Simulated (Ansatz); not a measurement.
# How far each method lies from full CI for AlH⁺, doublet

Geometry: a PBE0/def2-TZVP stationary point for this spin.

```yaml
atoms:
  - { symbol: Al, position_ang: [0.0000, 0.0000, 0.0000] }
  - { symbol: H, position_ang: [0.0000, 0.0000, 1.6190] }
```

Basis cc-pVQZ; Ansatz 0.2.0. Correlated methods freeze the noble-gas cores, which leaves 3 electrons in 84 orbitals. Prefix R: restricted or restricted open-shell reference; prefix U: unrestricted. Active spaces: valence = (3e, 5o) chosen from the atoms' valence shells.

Full CI is exact within this basis and frozen core; it isn't the basis-set limit. The frozen core follows each run's orbitals, which can shift R against U totals by a few meV.

The UHF ⟨S²⟩ is 0.779. The T1 diagnostic (RCCSD) is 0.0490, the largest doubles amplitude (RCCSD) is 0.074 and the T1 diagnostic (UCCSD) is 0.0221.

```tsv
level	E − E(full CI) (mEh)	share of correlation (%)	wall time
RHF	52.58	0.00	–
UHF	48.23	8.27	–
RMP2	13.77	73.82	–
UMP2	12.82	75.62	–
RCCSD	1.15	97.81	–
UCCSD	0.85	98.39	–
RCCSD(T)	0.27	99.48	1.5 s
UCCSD(T)	0.19	99.63	1.4 s
BCCD(T)	0.25	99.53	2.1 s
RCCSDT	0.00	100.00	27 s
UCCSDT	-0.05	100.09	27 s
CASSCF (valence space)	22.17	57.85	–
NEVPT2 (valence space)	5.74	89.09	1.6 s
MRCISD (valence space)	0.42	99.19	–
MRCISD+Q (valence space)	0.12	99.77	2.5 s
```

The correlation energy at full CI, counted from RHF, is -1.431 eV. That run took 4.4 s on 1 thread of Arm Neoverse V2, shared host over 76,124 determinants.

Times hold each run's SCF and search for its determinant on a shared host, so for small cases they say little of a method's own cost; they ran on 1 thread of Arm Neoverse V2.

The full-CI state has the irrep A1 of C2v, in the program's axes (one component, if the state is degenerate).

Natural occupations of full CI about the gap: 1.929 0.988 0.028 0.017 0.017 0.005 0.005 0.005 0.001 0.001; effectively unpaired electrons, Σ n²(2−n)², 1.02.
